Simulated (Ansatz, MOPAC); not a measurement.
Barrier height from H + FH to the transition structure FH2, without zero-point energy, on the benchmark's geometries as Psi4's copy of the set gives them.
Transition structure (charge 0, multiplicity 2):
```
atom   x (Å)   y (Å)    z (Å)
----  ------  ------  -------
H     0.0000  0.0000   1.1372
F     0.0000  0.0000   0.0000
H     0.0000  0.0000  -1.1372
```

Open shells are unrestricted; no spin–orbit coupling.

Correlated levels freeze the cores. CBS(a, b) extrapolates the correlation energy as X⁻³ and adds the Hartree–Fock energy of set b. The state that AM1 reach isn't checked.

Run with Ansatz (Gaussian basis) for Hartree–Fock, density functionals and correlated methods; MOPAC for AM1 (differences of heats of formation). Each number belongs to the level named beside it.

What is the computed barrier height (CCSD/aug-cc-pVDZ)?

1.93 eV

Give the barrier height at the level AM1.

1.43 eV

Estimate the barrier height that CCSD(T)/CBS(aug-cc-pVTZ, aug-cc-pVQZ) returns for this input.

1.82 eV

Ansatz is an electronic-structure program.
